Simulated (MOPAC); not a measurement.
MOPAC input (AM1):

```
AM1 FORCE THERMO(298,298) PRECISE LET CHARGE=-1 GEO-OK AUX(PRECISION=9) THREADS=1
C4H5

C     0.05858252 1    1.13754305 1    0.26943209 1
C     0.04416813 1   -1.13700057 1    0.27440955 1
C     0.85045989 1   -0.00618046 1   -0.36809461 1
C    -0.68684048 1    0.00353615 1   -0.36800608 1
H    -0.02866406 1    1.28540470 1    1.36281939 1
H     0.08179272 1    2.10535900 1   -0.26109177 1
H    -0.04488496 1   -1.27895932 1    1.36843122 1
H     0.05513416 1   -2.10734788 1   -0.25187065 1
H    -1.54733572 1    0.00757413 1   -1.01186483 1
```

Which zero-point energy does it print?

46.92 kcal/mol, from the harmonic wavenumbers of AM1.
